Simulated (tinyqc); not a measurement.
UKS/LDA (VWN5) in the sto-3g basis, for LiH+, spin multiplicity 2, step by step (part 1 of 2). Computed by tinyqc, a small Python program that keeps every step (integrals from PySCF). Settings: charge = 1, multiplicity = 2, basis = sto-3g, energy threshold = 1e-09, iteration cap = 87, orthogonalisation = symmetric, start = random, DIIS depth = 0, method = UKS, functional = lda,vwn, grid = [15, 26]. Command: `OMP_NUM_THREADS=1 python tinyqc.py 28319 28320 out.jsonl` (the two numbers bound the seeds that draw the settings). One thread of a shared host (Intel(R) Xeon(R) Processor @ 2.60GHz), about 1 s of CPU time with the checks. Later iterations appear only in the table of the cycle.

## One-electron integrals

Geometry (angstrom):
```
atom         x         y         z
Li    0.000000  0.000000  0.000000
H     0.000000  0.000000  1.741000
```

Basis sto-3g: exponents (1/bohr^2) and contraction coefficients of normalised primitives:
```
element  l (shell)   exponent  coefficient
Li           s (1)  16.119575     0.154329
Li           s (1)   2.936201     0.535328
Li           s (1)   0.794651     0.444635
Li           s (2)   0.636290    -0.099967
Li           s (2)   0.147860     0.399513
Li           s (2)   0.048089     0.700115
Li           p (3)   0.636290     0.155916
Li           p (3)   0.147860     0.607684
Li           p (3)   0.048089     0.391957
H            s (1)   3.425251     0.154329
H            s (1)   0.623914     0.535328
H            s (1)   0.168855     0.444635
```

Overlap, kinetic and nuclear-attraction integrals over the contracted functions; the nuclear repulsion is the sum of Za Zb / Rab.

nuclear repulsion = 0.91185045 hartree

overlap S, order 1Li 1s, 1Li 2s, 1Li 2px, 1Li 2py, 1Li 2pz, 2H 1s:
$$\begin{pmatrix}
1.000000 & 0.241137 & 0.000000 & 0.000000 & 0.000000 & 0.049121 \\
0.241137 & 1.000000 & 0.000000 & 0.000000 & 0.000000 & 0.360274 \\
0.000000 & 0.000000 & 1.000000 & 0.000000 & 0.000000 & 0.000000 \\
0.000000 & 0.000000 & 0.000000 & 1.000000 & 0.000000 & 0.000000 \\
0.000000 & 0.000000 & 0.000000 & 0.000000 & 1.000000 & 0.483924 \\
0.049121 & 0.360274 & 0.000000 & 0.000000 & 0.483924 & 1.000000
\end{pmatrix}$$

kinetic energy T (hartree), order 1Li 1s, 1Li 2s, 1Li 2px, 1Li 2py, 1Li 2pz, 2H 1s:
$$\begin{pmatrix}
3.576786 & -0.020237 & 0.000000 & 0.000000 & 0.000000 & -0.013174 \\
-0.020237 & 0.102163 & 0.000000 & 0.000000 & 0.000000 & 0.033157 \\
0.000000 & 0.000000 & 0.319682 & 0.000000 & 0.000000 & 0.000000 \\
0.000000 & 0.000000 & 0.000000 & 0.319682 & 0.000000 & 0.000000 \\
0.000000 & 0.000000 & 0.000000 & 0.000000 & 0.319682 & 0.107362 \\
-0.013174 & 0.033157 & 0.000000 & 0.000000 & 0.107362 & 0.760032
\end{pmatrix}$$

nuclear attraction V (hartree), order 1Li 1s, 1Li 2s, 1Li 2px, 1Li 2py, 1Li 2pz, 2H 1s:
$$\begin{pmatrix}
-8.286832 & -1.037636 & 0.000000 & 0.000000 & -0.013601 & -0.208603 \\
-1.037636 & -1.482764 & 0.000000 & 0.000000 & -0.114124 & -0.642369 \\
0.000000 & 0.000000 & -1.442706 & 0.000000 & 0.000000 & 0.000000 \\
0.000000 & 0.000000 & 0.000000 & -1.442706 & 0.000000 & 0.000000 \\
-0.013601 & -0.114124 & 0.000000 & 0.000000 & -1.533874 & -0.873307 \\
-0.208603 & -0.642369 & 0.000000 & 0.000000 & -0.873307 & -2.137218
\end{pmatrix}$$

core Hamiltonian H = T + V (hartree), order 1Li 1s, 1Li 2s, 1Li 2px, 1Li 2py, 1Li 2pz, 2H 1s:
$$\begin{pmatrix}
-4.710045 & -1.057873 & 0.000000 & 0.000000 & -0.013601 & -0.221777 \\
-1.057873 & -1.380601 & 0.000000 & 0.000000 & -0.114124 & -0.609212 \\
0.000000 & 0.000000 & -1.123024 & 0.000000 & 0.000000 & 0.000000 \\
0.000000 & 0.000000 & 0.000000 & -1.123024 & 0.000000 & 0.000000 \\
-0.013601 & -0.114124 & 0.000000 & 0.000000 & -1.214192 & -0.765945 \\
-0.221777 & -0.609212 & 0.000000 & 0.000000 & -0.765945 & -1.377186
\end{pmatrix}$$

## Two-electron integrals

Functions are numbered as in S; the eight-fold symmetry (ij|kl) = (ji|kl) = (kl|ij) leaves the list below.

Two-electron integrals (ij|kl) in chemists' order, unique and non-zero (hartree):
```
(11|11) 1.680395   (21|11) 0.265420   (21|21) 0.049941   (22|11) 0.397727
(22|21) 0.092860   (22|22) 0.290562   (31|31) 0.008981   (32|31) 0.013788
(32|32) 0.064184   (33|11) 0.396640   (33|21) 0.092880   (33|22) 0.290497
(33|33) 0.312946   (41|41) 0.008981   (42|41) 0.013788   (42|42) 0.064184
(43|43) 0.016869   (44|11) 0.396640   (44|21) 0.092880   (44|22) 0.290497
(44|33) 0.279207   (44|44) 0.312946   (51|51) 0.008981   (52|51) 0.013788
(52|52) 0.064184   (53|53) 0.016869   (54|54) 0.016869   (55|11) 0.396640
(55|21) 0.092880   (55|22) 0.290497   (55|33) 0.279207   (55|44) 0.279207
(55|55) 0.312946   (61|11) 0.052363   (61|21) 0.009909   (61|22) 0.018792
(61|33) 0.018573   (61|44) 0.018573   (61|51) 0.001181   (61|52) 0.002301
(61|55) 0.019238   (61|61) 0.002152   (62|11) 0.129572   (62|21) 0.030647
(62|22) 0.102209   (62|33) 0.096838   (62|44) 0.096838   (62|51) 0.004952
(62|52) 0.030681   (62|55) 0.112847   (62|61) 0.007279   (62|62) 0.060774
(63|31) 0.002382   (63|32) 0.011274   (63|53) 0.004652   (63|63) 0.004199
(64|41) 0.002382   (64|42) 0.011274   (64|54) 0.004652   (64|64) 0.004199
(65|11) 0.162501   (65|21) 0.038821   (65|22) 0.134217   (65|33) 0.125091
(65|44) 0.125091   (65|51) 0.007668   (65|52) 0.047026   (65|55) 0.152317
(65|61) 0.009565   (65|62) 0.087174   (65|65) 0.126649   (66|11) 0.303332
(66|21) 0.072948   (66|22) 0.267784   (66|33) 0.244295   (66|44) 0.244295
(66|51) 0.013146   (66|52) 0.100850   (66|55) 0.314511   (66|61) 0.018000
(66|62) 0.200166   (66|65) 0.297822   (66|66) 0.774606
```

## Orthogonalisation

S = U s U^T; symmetric (Loewdin) form X = U s^(-1/2) U^T, so that X^T S X = 1.

eigenvalues of S: [0.388283, 0.800446, 1.000000, 1.000000, 1.175440, 1.635831]

X, order 1Li 1s, 1Li 2s, 1Li 2px, 1Li 2py, 1Li 2pz, 2H 1s:
$$\begin{pmatrix}
1.023271 & -0.130238 & 0.000000 & 0.000000 & -0.006670 & 0.013352 \\
-0.130238 & 1.092480 & 0.000000 & 0.000000 & 0.092053 & -0.241818 \\
0.000000 & 0.000000 & 1.000000 & 0.000000 & 0.000000 & 0.000000 \\
0.000000 & 0.000000 & 0.000000 & 1.000000 & 0.000000 & 0.000000 \\
-0.006670 & 0.092053 & 0.000000 & 0.000000 & 1.121578 & -0.320349 \\
0.013352 & -0.241818 & 0.000000 & 0.000000 & -0.320349 & 1.189433
\end{pmatrix}$$

## Starting guess

The start is random orthonormal orbitals; D(s) = C_occ C_occ^T for each spin.

D(alpha) at the start, order 1Li 1s, 1Li 2s, 1Li 2px, 1Li 2py, 1Li 2pz, 2H 1s:
$$\begin{pmatrix}
0.195842 & 0.282169 & -0.010594 & -0.088000 & -0.177542 & -0.137093 \\
0.282169 & 0.608762 & -0.302041 & -0.171201 & 0.121504 & -0.452169 \\
-0.010594 & -0.302041 & 0.407273 & 0.067744 & -0.525483 & 0.368550 \\
-0.088000 & -0.171201 & 0.067744 & 0.049296 & -0.003090 & 0.117528 \\
-0.177542 & 0.121504 & -0.525483 & -0.003090 & 0.864955 & -0.350853 \\
-0.137093 & -0.452169 & 0.368550 & 0.117528 & -0.350853 & 0.416640
\end{pmatrix}$$

D(beta) at the start, order 1Li 1s, 1Li 2s, 1Li 2px, 1Li 2py, 1Li 2pz, 2H 1s:
$$\begin{pmatrix}
0.165022 & 0.310231 & -0.111698 & -0.090067 & -0.014388 & -0.206775 \\
0.310231 & 0.583212 & -0.209985 & -0.169319 & -0.027048 & -0.388723 \\
-0.111698 & -0.209985 & 0.075605 & 0.060963 & 0.009739 & 0.139959 \\
-0.090067 & -0.169319 & 0.060963 & 0.049157 & 0.007853 & 0.112855 \\
-0.014388 & -0.027048 & 0.009739 & 0.007853 & 0.001254 & 0.018028 \\
-0.206775 & -0.388723 & 0.139959 & 0.112855 & 0.018028 & 0.259092
\end{pmatrix}$$

## Iteration 1: exchange-correlation on the grid

Becke grid with 15 radial and 26 angular points per atom, points of zero weight dropped. rho = sum D_ij phi_i phi_j; V_xc,ij = sum w v_xc phi_i phi_j; v_xc is d(rho eps)/d rho(s) for spin s.

The 12 grid points with the largest w rho, of 771 (bohr, atomic units):
```
x                  y          z          w  rho(alpha)  rho(beta)     eps_xc  v_xc(alpha)
-2.630335   0.000000   0.000000   3.915314    0.009805   0.005305  -0.225268    -0.305080
-3.707754   0.000000   0.000000  10.023241    0.003600   0.001898  -0.166062    -0.223727
0.000000    0.000000  -2.630335   3.915455    0.009957   0.002520  -0.219409    -0.299262
-1.859928  -1.859928   0.000000   3.132252    0.009068   0.006509  -0.225651    -0.301473
-2.621778  -2.621778   0.000000   8.018593    0.003311   0.002338  -0.166238    -0.221283
0.000000    0.000000  -3.707754  10.025861    0.003626   0.000853  -0.160833    -0.217786
-1.518625  -1.518625   1.518625   2.568340    0.011850   0.003783  -0.232602    -0.317987
-1.859928   0.000000   1.859928   2.818231    0.012349   0.001843  -0.233589    -0.316679
-1.800000   0.000000   0.000000   1.399718    0.017724   0.010527  -0.271637    -0.367825
0.000000   -1.859928  -1.859928   3.132364    0.007544   0.004239  -0.208663    -0.281771
1.859928    0.000000  -1.859928   3.132364    0.010890   0.000839  -0.224972    -0.301613
0.000000   -2.630335   0.000000   3.915314    0.004618   0.004537  -0.191602    -0.249667
```

electrons on the grid, sum of w rho = 3.009104

E_xc = sum of w rho eps_xc = -0.75464927 hartree

V_xc(alpha) (hartree), order 1Li 1s, 1Li 2s, 1Li 2px, 1Li 2py, 1Li 2pz, 2H 1s:
$$\begin{pmatrix}
-0.692040 & -0.112023 & 0.005710 & 0.005865 & 0.005922 & -0.021655 \\
-0.112023 & -0.222330 & 0.027897 & 0.021419 & 0.013650 & -0.085316 \\
0.005710 & 0.027897 & -0.222263 & -0.000449 & 0.022319 & 0.009331 \\
0.005865 & 0.021419 & -0.000449 & -0.206708 & -0.000472 & 0.002404 \\
0.005922 & 0.013650 & 0.022319 & -0.000472 & -0.235713 & -0.115193 \\
-0.021655 & -0.085316 & 0.009331 & 0.002404 & -0.115193 & -0.305520
\end{pmatrix}$$

V_xc(beta) (hartree), order 1Li 1s, 1Li 2s, 1Li 2px, 1Li 2py, 1Li 2pz, 2H 1s:
$$\begin{pmatrix}
-0.662585 & -0.103574 & 0.007932 & 0.006659 & 0.004146 & -0.019792 \\
-0.103574 & -0.192730 & 0.031264 & 0.024725 & 0.013287 & -0.075506 \\
0.007932 & 0.031264 & -0.191930 & 0.000228 & 0.008781 & 0.006716 \\
0.006659 & 0.024725 & 0.000228 & -0.186077 & -0.000522 & 0.003039 \\
0.004146 & 0.013287 & 0.008781 & -0.000522 & -0.197923 & -0.102835 \\
-0.019792 & -0.075506 & 0.006716 & 0.003039 & -0.102835 & -0.288668
\end{pmatrix}$$

## Iteration 1: building the Kohn-Sham matrix

J_ij = sum D_kl (ij|kl) with D = D(alpha) + D(beta); F = H + J + V_xc; E = tr D H + tr D J / 2 + E_xc + E_nn.

Coulomb J (hartree), order 1Li 1s, 1Li 2s, 1Li 2px, 1Li 2py, 1Li 2pz, 2H 1s:
$$\begin{pmatrix}
1.811975 & 0.365182 & -0.013894 & -0.011491 & -0.006204 & 0.072553 \\
0.365182 & 0.927186 & -0.057634 & -0.043428 & -0.009505 & 0.332855 \\
-0.013894 & -0.057634 & 0.926075 & 0.004342 & -0.012669 & -0.012656 \\
-0.011491 & -0.043428 & 0.004342 & 0.913106 & 0.002304 & -0.006548 \\
-0.006204 & -0.009505 & -0.012669 & 0.002304 & 0.940950 & 0.438976 \\
0.072553 & 0.332855 & -0.012656 & -0.006548 & 0.438976 & 0.919703
\end{pmatrix}$$

F(alpha) (hartree), order 1Li 1s, 1Li 2s, 1Li 2px, 1Li 2py, 1Li 2pz, 2H 1s:
$$\begin{pmatrix}
-3.590109 & -0.804714 & -0.008184 & -0.005626 & -0.013883 & -0.170880 \\
-0.804714 & -0.675744 & -0.029738 & -0.022009 & -0.109979 & -0.361673 \\
-0.008184 & -0.029738 & -0.419212 & 0.003893 & 0.009650 & -0.003325 \\
-0.005626 & -0.022009 & 0.003893 & -0.416626 & 0.001832 & -0.004144 \\
-0.013883 & -0.109979 & 0.009650 & 0.001832 & -0.508955 & -0.442162 \\
-0.170880 & -0.361673 & -0.003325 & -0.004144 & -0.442162 & -0.763003
\end{pmatrix}$$

F(beta) (hartree), order 1Li 1s, 1Li 2s, 1Li 2px, 1Li 2py, 1Li 2pz, 2H 1s:
$$\begin{pmatrix}
-3.560655 & -0.796266 & -0.005962 & -0.004832 & -0.015659 & -0.169017 \\
-0.796266 & -0.646144 & -0.026370 & -0.018703 & -0.110342 & -0.351863 \\
-0.005962 & -0.026370 & -0.388879 & 0.004570 & -0.003888 & -0.005941 \\
-0.004832 & -0.018703 & 0.004570 & -0.395996 & 0.001783 & -0.003509 \\
-0.015659 & -0.110342 & -0.003888 & 0.001783 & -0.471165 & -0.429805 \\
-0.169017 & -0.351863 & -0.005941 & -0.003509 & -0.429805 & -0.746151
\end{pmatrix}$$

total energy of this density = -3.72687673 hartree

## Iteration 1: diagonalisation and new density

Diagonalise F' = X^T F X, C = X C', fill 2 alpha and 1 beta electrons from the bottom; D(s) = C_occ C_occ^T. Each column has its largest component positive (the first on a tie).

F' = X^T F X (alpha) (hartree):
$$\begin{pmatrix}
-3.559615 & -0.310411 & -0.004610 & -0.002958 & -0.003696 & -0.028646 \\
-0.310411 & -0.509112 & -0.029730 & -0.022141 & -0.040687 & -0.124271 \\
-0.004610 & -0.029730 & -0.419212 & 0.003893 & 0.009206 & 0.000035 \\
-0.002958 & -0.022141 & 0.003893 & -0.416626 & 0.001394 & -0.000269 \\
-0.003696 & -0.040687 & 0.009206 & 0.001394 & -0.407600 & -0.181266 \\
-0.028646 & -0.124271 & 0.000035 & -0.000269 & -0.181266 & -0.643986
\end{pmatrix}$$

orbital energies (alpha) (hartree): MO1 -3.591511, MO2 -0.792068, MO3 -0.459853, MO4 -0.421226, MO5 -0.385921, MO6 -0.305572

coefficients C (alpha), order 1Li 1s, 1Li 2s, 1Li 2px, 1Li 2py, 1Li 2pz, 2H 1s:
$$\begin{pmatrix}
1.004980 & -0.092024 & -0.163653 & -0.015793 & -0.129511 & -0.044845 \\
-0.022525 & 0.251746 & 0.802912 & 0.084330 & 0.648890 & 0.375104 \\
0.002379 & 0.018113 & 0.537273 & -0.579500 & -0.611935 & 0.026814 \\
0.001627 & 0.020277 & 0.314752 & 0.811206 & -0.492060 & -0.018402 \\
0.001757 & 0.248917 & -0.167252 & 0.018753 & -0.107904 & 1.125676 \\
0.004656 & 0.752181 & -0.328088 & -0.062128 & -0.247048 & -0.915256
\end{pmatrix}$$

F' = X^T F X (beta) (hartree):
$$\begin{pmatrix}
-3.530480 & -0.309177 & -0.002720 & -0.002567 & -0.005766 & -0.027936 \\
-0.309177 & -0.480030 & -0.026954 & -0.018791 & -0.040115 & -0.122319 \\
-0.002720 & -0.026954 & -0.388879 & 0.004570 & -0.004845 & 0.000476 \\
-0.002567 & -0.018791 & 0.004570 & -0.395996 & 0.001434 & -0.000287 \\
-0.005766 & -0.040115 & -0.004845 & 0.001434 & -0.367591 & -0.182259 \\
-0.027936 & -0.122319 & 0.000476 & -0.000287 & -0.182259 & -0.629627
\end{pmatrix}$$

orbital energies (beta) (hartree): MO1 -3.562111, MO2 -0.770710, MO3 -0.425662, MO4 -0.397967, MO5 -0.365207, MO6 -0.270946

coefficients C (beta), order 1Li 1s, 1Li 2s, 1Li 2px, 1Li 2py, 1Li 2pz, 2H 1s:
$$\begin{pmatrix}
1.005070 & -0.089155 & -0.169133 & 0.013888 & 0.124653 & -0.042626 \\
-0.022865 & 0.235061 & 0.842989 & -0.074908 & -0.614536 & 0.357423 \\
0.001707 & 0.029007 & 0.454941 & -0.586851 & 0.665407 & -0.070877 \\
0.001400 & 0.016381 & 0.393697 & 0.806723 & 0.440173 & -0.013339 \\
0.002475 & 0.228929 & -0.097352 & -0.023696 & 0.156288 & 1.132342 \\
0.004305 & 0.773224 & -0.388736 & 0.056918 & 0.187674 & -0.888007
\end{pmatrix}$$

D(alpha) after iteration 1, order 1Li 1s, 1Li 2s, 1Li 2px, 1Li 2py, 1Li 2pz, 2H 1s:
$$\begin{pmatrix}
1.018453 & -0.045804 & 0.000724 & -0.000231 & -0.021141 & -0.064539 \\
-0.045804 & 0.063883 & 0.004506 & 0.005068 & 0.062624 & 0.189254 \\
0.000724 & 0.004506 & 0.000334 & 0.000371 & 0.004513 & 0.013635 \\
-0.000231 & 0.005068 & 0.000371 & 0.000414 & 0.005050 & 0.015260 \\
-0.021141 & 0.062624 & 0.004513 & 0.005050 & 0.061963 & 0.187239 \\
-0.064539 & 0.189254 & 0.013635 & 0.015260 & 0.187239 & 0.565798
\end{pmatrix}$$

D(beta) after iteration 1, order 1Li 1s, 1Li 2s, 1Li 2px, 1Li 2py, 1Li 2pz, 2H 1s:
$$\begin{pmatrix}
1.010166 & -0.022981 & 0.001716 & 0.001407 & 0.002487 & 0.004327 \\
-0.022981 & 0.000523 & -0.000039 & -0.000032 & -0.000057 & -0.000098 \\
0.001716 & -0.000039 & 0.000003 & 0.000002 & 0.000004 & 0.000007 \\
0.001407 & -0.000032 & 0.000002 & 0.000002 & 0.000003 & 0.000006 \\
0.002487 & -0.000057 & 0.000004 & 0.000003 & 0.000006 & 0.000011 \\
0.004327 & -0.000098 & 0.000007 & 0.000006 & 0.000011 & 0.000019
\end{pmatrix}$$

## Iteration 2: exchange-correlation on the grid

As before.

The 12 grid points with the largest w rho, of 771 (bohr, atomic units):
```
x                  y          z         w  rho(alpha)  rho(beta)     eps_xc  v_xc(alpha)
0.000000    0.000000  -0.401171  0.024650    0.705461   0.700134  -0.901773    -1.187212
0.401171    0.000000   0.000000  0.024650    0.702994   0.700742  -0.901395    -1.186018
0.000000    0.401171   0.000000  0.024650    0.702874   0.700700  -0.901362    -1.185957
0.000000   -0.401171   0.000000  0.024650    0.702752   0.700316  -0.901260    -1.185881
-0.401171   0.000000   0.000000  0.024650    0.702631   0.700274  -0.901227    -1.185819
0.000000    0.000000   0.401171  0.024650    0.701222   0.700909  -0.901069    -1.185147
0.000000    0.000000   0.717663  0.117612    0.135962   0.134351  -0.538531    -0.706578
0.000000    0.000000  -0.717663  0.117613    0.135626   0.133809  -0.537988    -0.705994
0.717663    0.000000   0.000000  0.117613    0.134287   0.134219  -0.537409    -0.704123
0.000000    0.717663   0.000000  0.117613    0.134216   0.134191  -0.537347    -0.704014
0.000000   -0.717663   0.000000  0.117613    0.133965   0.133930  -0.537030    -0.703601
-0.717663   0.000000   0.000000  0.117613    0.133891   0.133902  -0.536966    -0.703488
```

electrons on the grid, sum of w rho = 2.989187

E_xc = sum of w rho eps_xc = -1.86947736 hartree

V_xc(alpha) (hartree), order 1Li 1s, 1Li 2s, 1Li 2px, 1Li 2py, 1Li 2pz, 2H 1s:
$$\begin{pmatrix}
-1.040192 & -0.135715 & -0.000208 & -0.000207 & -0.004071 & -0.028040 \\
-0.135715 & -0.138191 & -0.001516 & -0.001726 & -0.063839 & -0.108017 \\
-0.000208 & -0.001516 & -0.122698 & -0.000317 & -0.000998 & -0.000351 \\
-0.000207 & -0.001726 & -0.000317 & -0.122690 & -0.001061 & -0.000389 \\
-0.004071 & -0.063839 & -0.000998 & -0.001061 & -0.165503 & -0.158222 \\
-0.028040 & -0.108017 & -0.000351 & -0.000389 & -0.158222 & -0.434811
\end{pmatrix}$$

V_xc(beta) (hartree), order 1Li 1s, 1Li 2s, 1Li 2px, 1Li 2py, 1Li 2pz, 2H 1s:
$$\begin{pmatrix}
-1.037862 & -0.133332 & -0.000113 & -0.000109 & -0.001760 & -0.026616 \\
-0.133332 & -0.110518 & -0.000704 & -0.000858 & -0.033633 & -0.060302 \\
-0.000113 & -0.000704 & -0.103830 & -0.000286 & -0.000651 & -0.000164 \\
-0.000109 & -0.000858 & -0.000286 & -0.103818 & -0.000687 & -0.000187 \\
-0.001760 & -0.033633 & -0.000651 & -0.000687 & -0.120679 & -0.082453 \\
-0.026616 & -0.060302 & -0.000164 & -0.000187 & -0.082453 & -0.194517
\end{pmatrix}$$

## Iteration 2: building the Kohn-Sham matrix

As before.

Coulomb J (hartree), order 1Li 1s, 1Li 2s, 1Li 2px, 1Li 2py, 1Li 2pz, 2H 1s:
$$\begin{pmatrix}
3.698062 & 0.609587 & 0.000232 & 0.000233 & 0.013431 & 0.123784 \\
0.609587 & 1.069181 & 0.000948 & 0.001023 & 0.093521 & 0.443958 \\
0.000232 & 0.000948 & 1.047558 & 0.000013 & 0.000279 & 0.000269 \\
0.000233 & 0.001023 & 0.000013 & 1.047561 & 0.000313 & 0.000294 \\
0.013431 & 0.093521 & 0.000279 & 0.000313 & 1.105539 & 0.595858 \\
0.123784 & 0.443958 & 0.000269 & 0.000294 & 0.595858 & 1.277737
\end{pmatrix}$$

F(alpha) (hartree), order 1Li 1s, 1Li 2s, 1Li 2px, 1Li 2py, 1Li 2pz, 2H 1s:
$$\begin{pmatrix}
-2.052175 & -0.584001 & 0.000024 & 0.000026 & -0.004241 & -0.126033 \\
-0.584001 & -0.449611 & -0.000568 & -0.000703 & -0.084442 & -0.273272 \\
0.000024 & -0.000568 & -0.198164 & -0.000305 & -0.000719 & -0.000082 \\
0.000026 & -0.000703 & -0.000305 & -0.198154 & -0.000749 & -0.000094 \\
-0.004241 & -0.084442 & -0.000719 & -0.000749 & -0.274156 & -0.328309 \\
-0.126033 & -0.273272 & -0.000082 & -0.000094 & -0.328309 & -0.534260
\end{pmatrix}$$

F(beta) (hartree), order 1Li 1s, 1Li 2s, 1Li 2px, 1Li 2py, 1Li 2pz, 2H 1s:
$$\begin{pmatrix}
-2.049845 & -0.581618 & 0.000119 & 0.000124 & -0.001931 & -0.124610 \\
-0.581618 & -0.421938 & 0.000244 & 0.000165 & -0.054237 & -0.225556 \\
0.000119 & 0.000244 & -0.179297 & -0.000273 & -0.000372 & 0.000105 \\
0.000124 & 0.000165 & -0.000273 & -0.179282 & -0.000375 & 0.000107 \\
-0.001931 & -0.054237 & -0.000372 & -0.000375 & -0.229332 & -0.252540 \\
-0.124610 & -0.225556 & 0.000105 & 0.000107 & -0.252540 & -0.293966
\end{pmatrix}$$

total energy of this density = -7.48227746 hartree
